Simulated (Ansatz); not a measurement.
# One arrangement of a pair

The pair of HCl (SMILES Cl, atoms 1–2) and H₂O₂ (SMILES OO, atoms 3–6), both closed shells, in one local arrangement (a lower one may exist), relaxed at PBE0-D4/def2-TZVP:

```
6
angstrom
Cl -0.1445 0.8863 -2.5110
H -0.1426 0.3242 -1.3426
O -0.2573 -0.5380 0.3299
O 0.5299 0.2410 1.2246
H -1.1295 -0.4873 0.7424
H 1.1441 -0.4262 1.5568
```

Ansatz 0.2.0; basis: def2-TZVPPD, with def2-QZVPPD for the basis limit; cores frozen in the correlated methods. B3LYP uses VWN-RPA correlation. Extrapolation: Hartree–Fock as exp(−7.88 √X), correlation as X^−2.97. Interaction energies count from these two fragments, frozen as in the pair, with the counterpoise correction; negative means bound.

(1) What is the interaction energy by CCSD(T) at an estimated basis limit (MP2 extrapolated from triple and quadruple zeta, plus CCSD(T) − MP2 in triple zeta)? (An estimate is asked for; the value comes from the calculation.)

(2) Which atoms make the shortest contact between the fragments?

No T1 diagnostic of these runs exceeds 0.013.

Answers

(1) Computed: -18.6 kJ/mol. Hartree–Fock alone gives -8.9 kJ/mol at the basis limit. It counts from the two fragments frozen as in the pair.

The same quantity by other methods in triple zeta, and each one's difference from that estimate:
```tsv
method	E_int (kJ/mol)	difference
PBE-D4	-22.5	-3.9
revPBE-D4	-19.0	-0.5
BLYP-D4	-19.5	-1.0
r2SCAN-D4	-21.7	-3.1
B97M-V	-20.5	-1.9
PBE0-D4	-21.3	-2.7
B3LYP-D4	-19.9	-1.3
HSE06-D4	-21.2	-2.6
wB97X-V	-19.0	-0.4
wB97M-V	-18.7	-0.1
B2PLYP	-17.2	1.4
HF	-8.9	9.7
MP2	-18.5	0.1
CCSD	-14.8	3.8
CCSD(T)	-16.4	2.1
```
Differences are method less estimate.

(2) H2 and O3, 1.89 Å apart.

Basis-set superposition shift (counterpoise-corrected less uncorrected): CCSD(T) 2.8; MP2 2.7; HF 0.3; PBE0-D4 0.4; wB97M-V 0.4 kJ/mol.

For scale, one of the runs: CCSD(T)/def2-TZVPPD, 182 basis functions, launched by `ansatz run in.yaml --threads 2 --pin off --events-out ev --progress --plain --max-ram 5222MiB`. The run took 15 s on 2 CPU threads of an Intel Xeon 6975P-C (shared host), with 1.9 GiB of host memory at its peak.
